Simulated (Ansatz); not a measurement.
Si2H4, relaxed as a singlet with RKS PBE-D4/def2-TZVP in Ansatz, starting from the GFN1-xTB geometry. Force threshold 0.02 eV/Å.

The structure comes from a short search, and lower isomers may exist.

Start:

Cartesian coordinates in Å:
```
Si -0.290 1.049 -0.339
Si 0.295 -1.021 0.315
H 1.727 -1.075 0.671
H -1.734 1.063 -0.657
H 0.366 -1.940 -0.839
H -0.364 1.924 0.849
```

```json
{"step": "1", "energy (eV)": "-15810.3466", "largest force component (eV/Å)": "0.754", "SCF passes": "23"}
{"step": "2", "energy (eV)": "-15810.6340", "largest force component (eV/Å)": "0.466", "SCF passes": "31"}
{"step": "3", "energy (eV)": "-15810.6885", "largest force component (eV/Å)": "0.304", "SCF passes": "27"}
{"step": "4", "energy (eV)": "-15810.7067", "largest force component (eV/Å)": "0.116", "SCF passes": "27"}
{"step": "5", "energy (eV)": "-15810.7098", "largest force component (eV/Å)": "0.014", "SCF passes": "27"}
```

Force components are those of the run's own axes.

End:

```xyz
6

Si   -0.444    0.979   -0.158
Si    0.444   -0.979    0.158
H     1.787   -1.061    0.807
H    -1.787    1.061   -0.806
H     0.255   -2.029   -0.887
H    -0.254    2.029    0.886
```

By distances, no bond broke or formed. The bond that changes most is Si1–Si2, from 2.25 to 2.17 Å (atoms count from 1).

No frequencies were taken in this run, so the end may be a saddle point.

It took 2.9 s on 4 threads of Arm Neoverse V1 on a shared host.
